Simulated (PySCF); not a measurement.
```xyz
4

Si    -0.0007     0.0001     0.3412
H     -0.5935     1.2803    -0.1155
H      1.4059    -0.1260    -0.1108
H     -0.8117    -1.1544    -0.1149
```

Charge 0, multiplicity 2.

Question: Give the Mulliken and meta-Löwdin atomic charges from ωB97X-D3(BJ)/def2-TZVP // B3LYP-D3(BJ)/def2-TZVP run with PySCF.

Answer: 
| atom | Mulliken (e) | meta-Löwdin (e) |
|---|---|---|
| Si1 | 0.04 | 0.24 |
| H2 | -0.01 | -0.08 |
| H3 | -0.01 | -0.08 |
| H4 | -0.01 | -0.08 |
